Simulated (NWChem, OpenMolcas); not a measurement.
## How methods differ on SiHF (SMILES F[SiH])

SiHF: 3 atoms, total charge 0, spin state singlet. As SMILES, `F[SiH]`. The shape is that of a PBE0-D4/def2-TZVP optimisation.

```xyz
3

F    -1.0902    0.0244   -0.6023
Si    0.1868    0.6294    0.1738
H     0.8924   -0.7186    0.4153
```

Each level gives the HOMO–LUMO gap (eV). The values are calculated.

```tsv
level	kind	program	value (eV)	CPU time
SVWN5/def2-TZVPPD	LDA	OpenMolcas	2.17	29 s
PBE/def2-TZVPPD	GGA	OpenMolcas	2.31	35 s
revPBE/def2-TZVPPD	GGA	OpenMolcas	2.35	39 s
M06-L/def2-TZVPPD	meta-GGA	OpenMolcas	2.82	43 s
r2SCAN/def2-TZVPPD	meta-GGA	OpenMolcas	2.67	41 s
B3LYP/def2-TZVPPD	global hybrid	OpenMolcas	3.94	35 s
BHLYP/def2-TZVPPD	global hybrid	OpenMolcas	6.28	32 s
PBE0/def2-TZVPPD	global hybrid	NWChem	4.31	23 s
```

The values span 2.17 to 6.28 eV. Orbital gaps aren't excitation energies; they tend to grow with the share of exact exchange. CPU times are rough (shared hosts, several kinds of processor and program).
